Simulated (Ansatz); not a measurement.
Born–Oppenheimer molecular dynamics of AlFH$_{2}$O (5 atoms, charge 0, multiplicity 1). It goes on from the last frame of an earlier run, with new velocities.

All numbers below come from RKS PBE0-D4/def2-SVP (Ansatz).

```yaml
ensemble: NVE (velocity Verlet)
time_step: 0.5 fs
steps_asked: 166
starting_velocities_drawn_for: 1000 K
masses: H 10 u
seed: 529713
```

First frame:

```xyz
5
Properties=species:S:1:pos:R:3
Al -0.054 -0.064 -0.019
O -0.029 -0.098 1.713
H -0.769 -0.070 2.322
H 1.327 0.390 -0.549
F -1.432 -0.004 -0.917
```

**Question.** How far do the bonds stretch over the last three quarters of this one trajectory? (Pairs bonded in most of those frames.)

**Answer.** 
```tsv
bond	mean (Å)	spread (Å)	shortest	longest
Al1–O2	1.698	0.024	1.67	1.75
Al1–H4	1.590	0.078	1.47	1.71
Al1–F5	1.664	0.038	1.61	1.72
O2–H3	0.967	0.048	0.89	1.04
```

Mean temperature of the second half: 698 K. The conserved energy stayed within 0.16 meV per atom of its start (net change 0.048 meV per atom), so the integration is sound. A run of 0.083 ps of so small a system gives no equilibrium averages.

Run time: 2.4 min on 1 thread of Arm Neoverse V2, with other jobs on the host, peak memory 0.097 GiB.
